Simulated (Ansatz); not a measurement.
**MgF+ (singlet): from Hartree-Fock to the top rungs at distance F1–Mg2 = 1.700 Å, cc-pVDZ**

One table from this session's results is given with a row withheld; the runs are named, their logs left out.

Program: Ansatz 0.2.0, Gaussian basis. Level of theory: cc-pVDZ, core rule «outside noble gas», up to 6 orbitals frozen. These are calculated values, not measurements.

The runs, in order: UHF; CCSD(T) on RHF; BCCD(T) on RHF; CISD; CCSDT(Q) on RHF; CCSDTQ on RHF; CASSCF and MRCISD+Q, 2 electrons in 2 orbitals; CASSCF and NEVPT2, 2 electrons in 2 orbitals.

41 further runs of the same task are left out: 22 for a known fault of the program, 15 that didn't finish, 4 set aside as unsound or not needed. Runs told in other sessions of the task aren't counted.

### The geometry

The geometry derives from a PBE0/def2-TZVP stationary point (not a proven minimum). One bond is set to the value named and the two fragments are kept rigid.

2 atoms, charge 1, spin multiplicity 1.

Atoms are counted from 1 here; the program's logs count them from 0.

Bond lengths: F1–Mg2 1.700 Å.

As a file:

| atom | x (Å) | y (Å) | z (Å) |
| --- | --- | --- | --- |
| F1 | 0.00000 | 0.00000 | 0.00000 |
| Mg2 | 0.00000 | 0.00000 | 1.69980 |

Set-up of the first run:

The input, in.yaml:

```yaml
crystal:
  periodic: [false, false, false]
  atoms:
    - {symbol: F, position_ang: [0.000000, 0.000000, 0.000000]}
    - {symbol: Mg, position_ang: [0.000000, 0.000000, 1.699800]}
basis:
  gaussian: {orbitals: cc-pVDZ}
total_charge: 1
magnetization: {spin_polarized: true, initial_magnetization: 0}
hamiltonian: {xc: hf}
output: {orbitals: {seedname: orbitals}}
```

Launch:

```
> ansatz run in.yaml --threads 1 --pin off --events-out ev --progress --plain --max-ram 2393MiB
```

Steps of the session up to this table: UHF; CCSD(T) on RHF; BCCD(T) on RHF; CISD; CCSDT(Q) on RHF; CCSDTQ on RHF; CASSCF and MRCISD+Q, 2 electrons in 2 orbitals; CASSCF and NEVPT2, 2 electrons in 2 orbitals.

One of the session's tables, all rows but one given; the rest of the session is left out.

It belongs to the step «Misses and costs». 

| method | from RCCSDTQ (kcal/mol) |
| --- | --- |
| RHF | +133.89 |
| RMP2 | +2.50 |
| CISD | +7.23 |
| RCCSD | +2.46 |
| RCCSD(T) | +0.42 |
| BCCD(T) | +0.31 |
| RCCSDT | +0.29 |
| RCCSDT(Q) | ? |
| RCCSDTQ | 0 |
| CASSCF pair | +123.67 |
| NEVPT2 pair | +2.04 |
| MRCISD pair | +6.04 |
| MRCISD+Q pair | +0.96 |

Q: Estimate the row for RCCSDT(Q) from the others.

The run gave: from RCCSDTQ (kcal/mol): -0.06. In the column «from RCCSDTQ (kcal/mol)» it is the lowest.
